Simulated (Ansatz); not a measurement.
**C₂H₄OS: a ladder of functionals and wavefunction methods**

An exercise on one series of results from a longer session: the logs are not shown, and one member is left open.

Computed with Ansatz 0.2.0, Gaussian basis. Level: functionals in def2-TZVPP, the program's frozen cores in correlated methods.

Levels to be run: LDA (SPW92), PBE-D4, revPBE-D4, BLYP-D4, r2SCAN-D4, B97M-V, PBE0-D4, B3LYP-D4, r2SCANh-D4, r2SCAN0-D4, HSE06-D4, BHLYP-D4, CAM-B3LYP-D4, LC-ωPBE, ωB97X-V, ωB97M-V, B2PLYP, PBE-QIDH; CCSD(T)/def2-SVP; CCSD(T)/def2-TZVPP; MP2/def2-QZVPP; extrapolation to the limit; RPA on PBE.

### Structure used throughout

All runs share one geometry, relaxed beforehand with PBE0-D4 in a triple-zeta def2 set.

8 atoms, charge 0, spin multiplicity 1.

Atoms are counted from 1 here; the program's logs count them from 0.

Bond lengths: C1–C2 1.328 Å, C1–H5 1.083 Å, C1–H6 1.079 Å, C2–O3 1.355 Å, C2–S4 1.767 Å, O3–H7 0.963 Å, S4–H8 1.347 Å. Angles: C2–C1–H5 120.0°, C2–C1–H6 120.5°, H5–C1–H6 119.5°, C1–C2–O3 121.8°, C1–C2–S4 121.7°, O3–C2–S4 116.5°, C2–O3–H7 108.6°, C2–S4–H8 96.3°.

The first run:

The input, in.yaml:

```yaml
crystal:
  periodic: [false, false, false]
  atoms:
    - {symbol: C, position_ang: [-0.672027, 1.056104, -0.360906]}
    - {symbol: C, position_ang: [0.108292, 0.045530, 0.002755]}
    - {symbol: O, position_ang: [1.338435, -0.136197, -0.535686]}
    - {symbol: S, position_ang: [-0.378021, -1.095406, 1.261888]}
    - {symbol: H, position_ang: [-0.297693, 1.811826, -1.039833]}
    - {symbol: H, position_ang: [-1.684086, 1.126283, 0.006321]}
    - {symbol: H, position_ang: [1.868739, -0.654173, 0.078586]}
    - {symbol: H, position_ang: [-0.191340, -2.210968, 0.530977]}
basis:
  gaussian: {orbitals: def2-TZVPP}
hamiltonian: {xc: lda}
output: {orbitals: {seedname: orbitals}}
```

Run with:

```
$ ansatz run in.yaml --threads 2 --pin off --events-out ev --progress --plain --max-ram 4352MiB
```

Among the steps run: LDA; PBE-D4 (GGA); revPBE-D4 (GGA); BLYP-D4 (GGA); r2SCAN-D4 (meta-GGA); B97M-V (meta-GGA); B3LYP-D4 (hybrid); r2SCANh-D4 (hybrid); r2SCAN0-D4 (hybrid); HSE06-D4 (hybrid); BHLYP-D4 (hybrid); CAM-B3LYP-D4 (range-separated); LC-ωPBE (range-separated); ωB97X-V (range-separated); ωB97M-V (range-separated); B2PLYP (double hybrid); PBE-QIDH (double hybrid).

One table of the session follows, with a row left open; its other results are not shown here.

It belongs to the step «Frontier levels by functional». 

```
  functional  HOMO (eV)  gap (eV)
 LDA (SPW92)      -5.84      4.63
      PBE-D4      -5.67      4.65
   revPBE-D4      -5.60      4.66
     BLYP-D4      -5.52      4.60
   r2SCAN-D4      -5.88      5.10
      B97M-V          ?         ?
     PBE0-D4      -6.83      6.79
    B3LYP-D4      -6.62      6.31
  r2SCANh-D4      -6.32      5.90
  r2SCAN0-D4      -6.98      7.08
    HSE06-D4      -6.43      6.01
    BHLYP-D4      -7.86      8.81
CAM-B3LYP-D4      -8.15      9.18
     LC-ωPBE      -9.51     11.75
     ωB97X-V      -9.13     11.27
     ωB97M-V      -9.02     10.96
```

**Question.** Estimate the row for B97M-V.

**Answer.** HOMO (eV): -5.91; gap (eV): 5.14. In the column «HOMO (eV)» it lies between r2SCANh-D4 (-6.32) and r2SCAN-D4 (-5.88).
